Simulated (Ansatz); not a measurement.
# Li₂O: up Jacob's ladder to CCSD(T)

The task here is to estimate one member of a computed series from the others.

Computed with Ansatz 0.2.0, Gaussian basis. Level: functionals in def2-TZVPP, the program's frozen cores in correlated methods.

The runs, in order: LDA (SPW92), PBE-D4, revPBE-D4, BLYP-D4, r2SCAN-D4, B97M-V, PBE0-D4, B3LYP-D4, r2SCANh-D4, r2SCAN0-D4, HSE06-D4, BHLYP-D4, CAM-B3LYP-D4, LC-ωPBE, ωB97X-V, ωB97M-V, B2PLYP, PBE-QIDH; CCSD(T)/def2-SVP; CCSD(T)/def2-TZVPP; CCSD(T)/def2-QZVPP; extrapolation to the limit; RPA on PBE.

### The relaxed structure

All runs share one geometry, relaxed beforehand with PBE0-D4 in a triple-zeta def2 set.

SMILES `[Li][O][Li]`, 3 atoms, charge 0, spin multiplicity 1.

Atoms are counted from 1 here; the program's logs count them from 0.

Bond lengths: Li1–O2 1.605 Å, O2–Li3 1.605 Å. Angles: Li1–O2–Li3 179.9°.

Set-up of the first run:

File in.yaml:

```yaml
crystal:
  periodic: [false, false, false]
  atoms:
    - {symbol: Li, position_ang: [0.110123, -1.597650, -0.109387]}
    - {symbol: O, position_ang: [-0.000444, -0.000017, -0.000245]}
    - {symbol: Li, position_ang: [-0.109678, 1.597657, 0.109632]}
basis:
  gaussian: {orbitals: def2-TZVPP}
hamiltonian: {xc: lda}
output: {orbitals: {seedname: orbitals}}
```

On the command line:

```
ansatz run in.yaml --threads 2 --pin off --events-out ev --progress --plain --max-ram 20480MiB --backend cpu
```

Steps of the session up to this table: LDA; PBE-D4 (GGA); revPBE-D4 (GGA); BLYP-D4 (GGA); r2SCAN-D4 (meta-GGA); B97M-V (meta-GGA); B3LYP-D4 (hybrid); r2SCANh-D4 (hybrid); r2SCAN0-D4 (hybrid); HSE06-D4 (hybrid); BHLYP-D4 (hybrid); CAM-B3LYP-D4 (range-separated); LC-ωPBE (range-separated); ωB97X-V (range-separated); ωB97M-V (range-separated); B2PLYP (double hybrid); PBE-QIDH (double hybrid).

One table of the session follows, with a row left open; its other results are not shown here.

It belongs to the step «Orbital energies across the functionals». 

| functional | HOMO (eV) | gap (eV) |
| --- | --- | --- |
| LDA (SPW92) | -3.34 | 2.42 |
| PBE-D4 | -3.14 | 2.18 |
| revPBE-D4 | -3.06 | 2.06 |
| BLYP-D4 | -3.12 | 2.12 |
| r2SCAN-D4 | -3.20 | 2.80 |
| B97M-V | -3.28 | 2.35 |
| PBE0-D4 | -4.30 | 3.86 |
| B3LYP-D4 | -4.18 | 3.49 |
| r2SCANh-D4 | -3.67 | 3.39 |
| r2SCAN0-D4 | -4.39 | 4.29 |
| HSE06-D4 | -3.89 | 3.17 |
| BHLYP-D4 | -5.52 | 5.41 |
| CAM-B3LYP-D4 | -5.78 | 5.77 |
| LC-ωPBE | ? | ? |
| ωB97X-V | -6.68 | 7.41 |
| ωB97M-V | -6.70 | 6.90 |

Q: Estimate the row for LC-ωPBE from the others.

**Answer.** HOMO (eV): -7.00; gap (eV): 7.73. In the column «HOMO (eV)» it is the lowest.
